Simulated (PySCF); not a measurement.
Dissociation curve of C3H6, SMILES C=CC. The C1–H9 bond (C1 also carries C, H, H; H9 carries nothing else) is pulled apart rigidly from the PBE0/def2-TZVP optimised geometry.

Levels: RHF/cc-pVDZ (PySCF); UHF/cc-pVDZ (PySCF); UKS-PBE0 = unrestricted PBE0/cc-pVDZ in PySCF 2.14.0.

Energies relative to the lowest point of each curve near equilibrium, in kcal/mol:

| R / Å | RHF | UHF |
|---|---|---|
| 0.88 | 28.5 | 28.5 |
| 0.94 | 12.8 | 12.8 |
| 0.98 | 6.4 | 6.4 |
| 1.02 | 2.4 | 2.4 |
| 1.06 | 0.4 | 0.4 |
| 1.13 | 0.6 | 0.6 |
| 1.36 | 18.9 | 18.9 |
| 1.47 | 31.7 | 31.7 |
| 1.78 | 68.9 | 66.5 |
| 1.94 | 86.5 | 76.2 |
| 2.16 | 108.1 | 83.2 |
| 2.70 | 149.2 | 88.5 |

What does UKS-PBE0 give at the same points?

0.88: 29.6; 0.94: 13.7; 0.98: 7.1; 1.02: 2.9; 1.06: 0.6; 1.13: 0.3; 1.36: 16.5; 1.47: 28.1; 1.78: 61.6; 1.94: 77.1; 2.16: 93.8; 2.70: 108.7 (kcal/mol).

The restricted form behind RHF keeps the bonding electrons paired and can't separate into open-shell fragments. The unrestricted determinant behind UHF is spin-contaminated at 1.78 to 3.78 Å (<S²> up to 1.0, against 0.00 for a pure singlet). The unrestricted determinant behind UKS-PBE0 is spin-contaminated at 2.16 to 3.78 Å (<S²> up to 1.0, against 0.00 for a pure singlet).
